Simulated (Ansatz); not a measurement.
`CCSCN` + H₂ → `CSCN` + CH₄  (hydrogenolysis of a C–C bond)

Isolated molecules relaxed with PBE0-D4/def2-TZVP in Ansatz; ΔE leaves out vibrations. CBS: MP2 limit from def2 TZ/QZ plus the TZ coupled-cluster correction, frozen cores. This one scheme is used for every species. Each species was taken in one conformer, which may not be the lowest.

```csv
species,CCSD(T)/CBS(def2) energy (Eh)
`CCSCN`,-572.04932
H₂,-1.17544
`CSCN`,-532.78841
CH₄,-40.46206
```

Task: Work out ΔE.

Result: ΔE = (-532.78841) + (-40.46206) − (-572.04932) − (-1.17544) = -0.02571 Eh = -16.1 kcal/mol.

Largest T1 diagnostic among the species: 0.010.

In def2-TZVPP, CCSD(T) changes the Hartree–Fock value by +4.7 kcal/mol (the triples alone add +0.9 kcal/mol) and MP2 by +5.7 kcal/mol. The D4 term adds +2.4 kcal/mol with B3LYP and +1.3 kcal/mol with PBE0; it sums over pairs of atoms, weighted by their polarisabilities, and B3LYP, whose exchange is more repulsive, gets the larger term.

B3LYP here is the variant with VWN-RPA as its local correlation; programs differ in this.
